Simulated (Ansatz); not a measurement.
**BaAs2Ru2: computed properties**

These are results of DFT r2SCAN, scalar-relativistic, plane waves, PAW (Ansatz), not measurements.

Plane waves to 500 eV, a k mesh through Γ of 12×12×12 on the computed 5-atom cell and Gaussian smearing (0.10 eV); no spin polarisation.

The structure is relaxed at this level of theory with its symmetry kept. Whether it is the stable form of this composition wasn't checked.

Symmetry: I4/mmm, No. 139, tetragonal system. The conventional cell has a = 4.162 Å, b = 4.162 Å, c = 12.407 Å, α = 90.00°, β = 90.00°, γ = 90.00°. Around Ba (site symmetry 4/mmm) lie 8 As at 3.49 Å and 8 Ru at 3.74 Å. As (site symmetry 4mm) has 4 Ru at 2.42 Å as nearest neighbours. Ru (site symmetry -4m2) has 4 As at 2.42 Å as nearest neighbours.

```
Volume per atom                                                   : 21.49 Å³
Formation energy from the elements' standard states (uncorrected) : -0.812 eV/atom
Generalised Kohn–Sham band gap                                    : none (metal)
Density of states at the Fermi level                              : 1.64 states/eV per cell
Löwdin character within 0.5 eV of the Fermi level                 : Ru 4d 61 %, As 4p 24 %, unprojected 9 %
Bader charges (e)                                                 : Ba (1 in the cell) 1.34, As (2 in the cell) -0.48, Ru (2 in the cell) -0.19
```

Spin-orbit coupling is left out, which matters for the bands of heavy elements.

Cost: 1 run of about 6.2 core-minutes, on Intel Xeon Platinum 8259CL (Skylake/Cascade Lake) (shared hosts).